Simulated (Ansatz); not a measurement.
A made-up structure of BH₂O (charge +1), singlet:

B1  (0.065, -0.563, 0.253)
O2  (-0.076, 0.668, -0.304)
H3  (0.203, -1.757, 0.789)
H4  (-0.193, 1.652, -0.738)
(Å)

It is relaxed with PBE-D4/def2-SVP and then PBE0-D4/def2-TZVP (Ansatz 0.2.0). Atoms count as bonded within 1.22 times the sum of their covalent radii (H–H: 0.88 Å). The end point is not checked to be a true minimum.

Task: Does its bonding change? (Judge from chemistry; the calculation decides.)

Result: Computed: No: no bond forms or breaks.

Where it ends: The first stage lowers the energy by 0.88 eV in 5 steps. It ends as BH₂O ([BH][OH]), total charge +1:
```xyz
4
angstrom
B 0.0584 -0.5030 0.2253
O -0.0675 0.5962 -0.2710
H 0.1812 -1.5682 0.7045
H -0.1721 1.4750 -0.6589
```

Labels in which every atom is bracketed show which atoms are joined, not bond orders.

For scale, one of the runs: PBE0-D4/def2-TZVP relaxation, 74 basis functions, launched by `ansatz run in.yaml --threads 2 --pin off --events-out ev --progress --plain --max-ram 4352MiB`. The run took about 1.9 s on 2 CPU threads of an Arm Neoverse V1 (shared host).
